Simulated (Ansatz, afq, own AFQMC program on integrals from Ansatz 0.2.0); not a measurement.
Atomization energy of CH₆BN, singlet

```xyz
9

B    -0.8022    0.7392   -0.8884
N     0.1227    0.4895    0.1155
C     0.5619   -0.7941    0.6036
H    -1.3293   -0.1955   -1.4500
H    -1.0562    1.8871   -1.1747
H     0.5598    1.2778    0.5810
H     0.0443   -1.5899    0.0511
H     1.6478   -0.9362    0.4683
H     0.3397   -0.9242    1.6766
```

Atoms in their ground-state spins without spin–orbit coupling (mostly on UHF) minus the molecule (RHF), without zero-point energy. The geometry is a stationary point, not shown to be a minimum.

Basis def2-TZVP. Only valence electrons are correlated. Integrals, coupled cluster, full CI and functionals: Ansatz 0.2.0; the random walks run on the same integrals in our own AFQMC program. The CISD trial takes its coefficients from CCSD amplitudes. Released means that phaseless walkers are propagated on without the constraint, phases kept. Error bars are statistical, one sigma. The errors of all members are added in quadrature.

No full CI on the walks' own integrals is used here. The released AFQMC energy serves as the reference, which it does only where one determinant dominates, the energy is flat over the last release times and near the phaseless one (40 meV or 2 meV an electron, half that with transition metals). On small molecules, where full CI could be run and the noise was under 10 meV, such values lay within 10 meV of it in 19 cases of 20, a flattering rate, since the rule was set on those same cases; what remains of the bias isn't in the error bar. Each member takes its own surest rung, up to full CI.

Errors are counted within def2-TZVP, not against nature.

Cautions: CH₆BN (singlet): the released value is read at 1.50 1/Eh with a noise of 11 meV, more than in the cases checked (meV from the phaseless value at times in 1/Eh: 1 ± 4 at 0.24, -11 ± 6 at 0.51, -10 ± 8 at 0.99, -10 ± 11 at 1.50).

```
level  atomization energy (kcal/mol)
 CCSD                          750.8
  MP2                          763.6
```

Q: From these cheaper values, estimate the atomization energy at the reference level in def2-TZVP.

A: 759.4 ± 0.2 kcal/mol (AFQMC with the constraint released in def2-TZVP).

```csv
level,atomization energy (kcal/mol),error against released AFQMC (kcal/mol)
HF,588.7,-170.7 ± 0.2
CCSD(T),759.2,-0.2 ± 0.2
ph-AFQMC/CISD,759.4 ± 0.2,0.0 ± 0.3
```

Correlation beyond CCSD(T) changes it by less than twice the noise. The perturbative (T) step is worth +8.3 kcal/mol.

Released energies are given only where the last usable release times agree within the noise; a slower fall can still hide under it.
